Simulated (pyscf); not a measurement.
Four-centre exchange: HO–In [singlet] + water (H₂O) → HO–In [singlet] + water (H₂O)

Gas phase, singlet surface, charge 0. Bonds broken: In1–O4, O2–H5. Bonds formed: In1–O2, O4–H5. Optimised with ωB97X-D3(BJ)/def2-SVP in PySCF. MP2 and CC: frozen core, UHF for open shells. ΔMP2 is the change of the MP2 total energy from the triple- to the quadruple-zeta basis.

Transition state (Å):

```xyz
6

In    -0.3289     1.6083     0.1294
O      1.3396     0.3274    -0.7107
H      1.5469     0.1759    -1.6396
O     -0.4549    -0.6398     0.3972
H      0.5737    -0.4629    -0.2050
H     -0.3776    -1.1310     1.2227
```

One imaginary mode, 757i cm⁻¹; descent along it reached the two sides named, in the forms told below.

```tsv
bond	change	reactant side (Å)	saddle	product side
In1–O4	breaks	2.100	2.268	2.570
O2–H5	breaks	0.996	1.211	1.672
In1–O2	forms	2.571	2.265	2.099
O4–H5	forms	1.671	1.205	0.996
```

Electronic energies relative to the separated reactants (kJ/mol):

```tsv
level	barrier	reaction energy	reverse barrier
ωB97X-D3(BJ)/def2-TZVP	-37.7	0.0	-37.7
PBE/def2-TZVP	-45.6	0.0	-45.6
r²SCAN/def2-TZVP	-48.4	0.0	-48.4
B3LYP-D3(BJ)/def2-TZVP	-37.2	0.0	-37.2
PBE0-D3(BJ)/def2-TZVP	-42.5	0.0	-42.5
M06-2X/def2-TZVP	-43.5	0.0	-43.5
ωB97M-D3(BJ)/def2-TZVP	-33.1	0.0	-33.1
HF/def2-TZVP	12.0	0.0	12.0
MP2/def2-QZVPP	-32.5	0.0	-32.5
CCSD/def2-TZVPP	-21.2	0.0	-21.2
CCSD(T)/def2-TZVPP	-28.1	0.0	-28.1
CCSD(T)/def2-TZVPP + ΔMP2(QZVPP)	-26.8	0.0	-26.8
```

With CCSD(T)/def2-TZVPP + ΔMP2(QZVPP) energies and thermal terms (ideal gas, 1 atm, RRHO with modes under 100 cm⁻¹ raised to 100, one conformer, R ln 2 for chiral ones without a mode under 150 cm⁻¹), in kJ/mol:

| T (K) | ΔH‡ | ΔG‡ | ΔH | ΔG |
|---|---|---|---|---|
| 298 | -31.9 | 11.8 | 0.0 | 0.0 |
| 600 | -31.8 | 56.2 | 0.0 | 0.0 |
| 900 | -29.3 | 99.7 | 0.0 | 0.0 |
| 1200 | -26.0 | 142.2 | 0.0 | 0.0 |

On the reactant side the descent ends in a bound adduct, 59.6 kJ/mol under the separated species and 21.9 kJ/mol under the saddle at ωB97X-D3(BJ)/def2-TZVP. On the product side the descent ends in a bound adduct, 59.6 kJ/mol under the separated species and 21.9 kJ/mol under the saddle at ωB97X-D3(BJ)/def2-TZVP. At ωB97X-D3(BJ), PBE, r²SCAN, B3LYP-D3(BJ), PBE0-D3(BJ), M06-2X, ωB97M-D3(BJ), MP2, CCSD, CCSD(T), CCSD(T) the saddle lies under the separated reactants, which points to a path from their complex (located at ωB97X-D3(BJ) alone). At ωB97X-D3(BJ), PBE, r²SCAN, B3LYP-D3(BJ), PBE0-D3(BJ), M06-2X, ωB97M-D3(BJ), MP2, CCSD, CCSD(T), CCSD(T) the saddle lies under the separated products, which points to a path from their complex (located at ωB97X-D3(BJ) alone). This is the saddle that the search found; another between the same sides may lie lower. The CCSD(T) − MP2 part came from Ansatz, without density fitting, on the same reference. The frozen core leaves the outer d or s,p core shells of the metals and heavy elements correlated in the MP2 and CC values, and def2-TZVPP describes them poorly, which can shift differences by a few kcal/mol. Elements past Kr carry the def2 core potentials, without spin-orbit coupling.
